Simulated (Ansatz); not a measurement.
# Al2NH (quintet): from Hartree-Fock to the top rungs, cc-pVDZ

One table from this session's results is given with a row withheld; the runs are named, their logs left out.

The runs use Ansatz 0.2.0, Gaussian basis; cc-pVDZ, core rule «outside noble gas», up to 11 orbitals frozen.

Plan: UHF; CCSD(T) on ROHF; CCSD(T) on UHF; BCCD(T) on ROHF; CISD; CCSDT(Q) on ROHF; CCSDT(Q) on UHF.

31 further runs of the same task are left out: 13 that didn't finish, 18 set aside as unsound or not needed.

## The geometry

The geometry is a PBE0/def2-TZVP stationary point (not a proven minimum) of the parent state, kept for this charge and spin.

4 atoms, charge 0, spin multiplicity 5.

Atoms are counted from 1 here; the program's logs count them from 0.

Bond lengths: Al1–Al2 2.572 Å, Al2–N3 1.700 Å, N3–H4 1.014 Å. Angles: Al1–Al2–N3 162.7°, Al2–N3–H4 127.4°.

Coordinates:

```xyz
4
charge 0, multiplicity 5
Al   -0.00001   -0.11948    2.94694
Al   -0.00001    0.07784    0.38228
N    -0.00001   -0.30252   -1.27417
H     0.00003    0.34417   -2.05505
```

The first run:

Contents of in.yaml:

```yaml
crystal:
  periodic: [false, false, false]
  atoms:
    - {symbol: Al, position_ang: [-0.000005, -0.119480, 2.946938]}
    - {symbol: Al, position_ang: [-0.000014, 0.077838, 0.382282]}
    - {symbol: N, position_ang: [-0.000007, -0.302525, -1.274166]}
    - {symbol: H, position_ang: [0.000027, 0.344168, -2.055055]}
basis:
  gaussian: {orbitals: cc-pVDZ}
magnetization: {spin_polarized: true, initial_magnetization: 4}
hamiltonian: {xc: hf}
output: {orbitals: {seedname: orbitals}}
```

Started as:

```sh
ansatz run in.yaml --threads 1 --pin off --events-out ev --progress --plain --max-ram 2393MiB
```

Among the steps run: UHF; CCSD(T) on ROHF; CCSD(T) on UHF; BCCD(T) on ROHF; CISD; CCSDT(Q) on ROHF; CCSDT(Q) on UHF.

One table of the session follows, with a row left open; its other results are not shown here.

It belongs to the step «Misses and costs». 

```
   method  from UCCSDT(Q) (kcal/mol)
     ROHF                          ?
      UHF                    +159.49
     RMP2                     +29.16
     UMP2                     +29.18
     CISD                     +21.79
    RCCSD                      +7.60
    UCCSD                      +7.46
 RCCSD(T)                      +1.90
 UCCSD(T)                      +1.89
  BCCD(T)                      +1.85
   RCCSDT                      +0.58
   UCCSDT                      +0.55
RCCSDT(Q)                      +0.04
UCCSDT(Q)                          0
```

**Question.** Estimate the row for ROHF.

As computed: from UCCSDT(Q) (kcal/mol): +163.67. In the column «from UCCSDT(Q) (kcal/mol)» it is the highest.

Limits of these values: Restricted and unrestricted rows rest on different reference determinants; where their highest levels disagree by more than a few hundredths of an eV, they describe different states and don't form one ladder.
